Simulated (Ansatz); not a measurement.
# Si2H4S: functionals against CCSD(T) at one geometry

A test off equilibrium: a structure displaced at random from a GFN2-xTB minimum is computed at several levels, and each is set against CCSD(T).

The runs use Ansatz 0.2.0, Gaussian basis; single points in def2-TZVPP.

Correlated methods freeze the cores.

### 1 The starting structure

SMILES `[SiH3][SiH]=S`, 7 atoms, charge 0, spin multiplicity 1.

Atoms are counted from 1 here; the program's logs count them from 0.

Bond lengths: Si1–Si2 2.298 Å, Si1–H4 1.445 Å, Si1–H5 1.482 Å, Si1–H6 1.457 Å, Si2–S3 1.994 Å, Si2–H7 1.477 Å. Angles: Si2–Si1–H4 111.5°, Si2–Si1–H5 109.7°, Si2–Si1–H6 111.1°, H4–Si1–H5 108.0°, H4–Si1–H6 108.0°, H5–Si1–H6 108.5°, Si1–Si2–S3 129.1°, Si1–Si2–H7 111.7°, S3–Si2–H7 119.1°.

As a file:

```
Si   -0.8305    0.4978   -0.3238
Si    1.0075   -0.6926    0.3717
S     2.1266   -0.4377    2.0018
H    -1.7674   -0.3409   -1.0367
H    -0.4054    1.5857   -1.2361
H    -1.5299    1.0917    0.8085
H     1.3771   -1.7438   -0.5973
```

### 2 CCSD(T)/def2-TZVPP

run/in.yaml reads:

```yaml
crystal:
  periodic: [false, false, false]
  atoms:
    - {symbol: Si, position_ang: [-0.830500, 0.497800, -0.323800]}
    - {symbol: Si, position_ang: [1.007500, -0.692600, 0.371700]}
    - {symbol: S, position_ang: [2.126600, -0.437700, 2.001800]}
    - {symbol: H, position_ang: [-1.767400, -0.340900, -1.036700]}
    - {symbol: H, position_ang: [-0.405400, 1.585700, -1.236100]}
    - {symbol: H, position_ang: [-1.529900, 1.091700, 0.808500]}
    - {symbol: H, position_ang: [1.377100, -1.743800, -0.597300]}
basis:
  gaussian: {orbitals: def2-TZVPP}
correlation: {method: ccsd_t}
output: {forces: true}
```

The command line of these runs was not kept.

### 3 PBE0-D4/def2-TZVPP

run/in.yaml: that of step 2 with these lines changed.

```diff
@@ -12,3 +12,3 @@
   gaussian: {orbitals: def2-TZVPP}
-correlation: {method: ccsd_t}
-output: {forces: true}
+hamiltonian: {xc: pbe0, dispersion: d4}
+output: {forces: true, orbitals: {seedname: orbitals}}
```

### 4 wB97M-V/def2-TZVPP

run/in.yaml: that of step 3 with these lines changed.

```diff
@@ -12,3 +12,3 @@
   gaussian: {orbitals: def2-TZVPP}
-hamiltonian: {xc: pbe0, dispersion: d4}
-output: {forces: true, orbitals: {seedname: orbitals}}
+hamiltonian: {xc: {name: wB97M-V}}
+output: {forces: true}
```

### 5 r2SCAN-D4/def2-TZVPP

run/in.yaml: that of step 4 with these lines changed.

```diff
@@ -12,3 +12,3 @@
   gaussian: {orbitals: def2-TZVPP}
-hamiltonian: {xc: {name: wB97M-V}}
+hamiltonian: {xc: r2scan, dispersion: d4}
 output: {forces: true}
```

### 6 PBE-D4/def2-TZVPP

run/in.yaml: that of step 5 with these lines changed.

```diff
@@ -12,3 +12,3 @@
   gaussian: {orbitals: def2-TZVPP}
-hamiltonian: {xc: r2scan, dispersion: d4}
+hamiltonian: {xc: pbe, dispersion: d4}
 output: {forces: true}
```

### 7 wB97X-V/def2-TZVPP

run/in.yaml: that of step 6 with these lines changed.

```diff
@@ -12,3 +12,3 @@
   gaussian: {orbitals: def2-TZVPP}
-hamiltonian: {xc: pbe, dispersion: d4}
+hamiltonian: {xc: {name: wB97X-V}}
 output: {forces: true}
```

### 8 r2SCANh-D4/def2-TZVPP

run/in.yaml: that of step 7 with these lines changed.

```diff
@@ -12,3 +12,3 @@
   gaussian: {orbitals: def2-TZVPP}
-hamiltonian: {xc: {name: wB97X-V}}
+hamiltonian: {xc: {name: r2SCANh}, dispersion: d4}
 output: {forces: true}
```

(Steps that only read results are left out.)

**Question.** What will these runs give? Wanted: energy less free atoms, CCSD(T)/def2-TZVPP; RMS force component; RMS force error; HOMO and LUMO, PBE0-D4; T1 diagnostic.

The runs gave:

| quantity | value |
| --- | --- |
| energy less free atoms, CCSD(T)/def2-TZVPP | -461.9 kcal/mol |
| RMS force component | 0.443 to 0.618 eV/Å over the methods |
| RMS force error | PBE0-D4 0.130, wB97M-V 0.160, r2SCAN-D4 0.088, PBE-D4 0.153, wB97X-V 0.210, r2SCANh-D4 0.110 eV/Å |
| HOMO and LUMO, PBE0-D4 | -6.93 and -2.95 eV |
| T1 diagnostic | 0.019 |

**Reading.** Against CCSD(T) the functionals' energies less atoms differ by -18.5 to -9.0 kcal/mol, PBE-D4 by -13.4 kcal/mol. The reference is not at the basis limit: in triple zeta CCSD(T) underbinds, which counts against methods that bind more; the gaps are no ranking. The forces of r2SCAN-D4 come nearest to CCSD(T), those of wB97X-V are farthest. Frozen-core CCSD(T) forces in triple zeta carry basis errors of their own, and this is one geometry, so small gaps rank nothing.
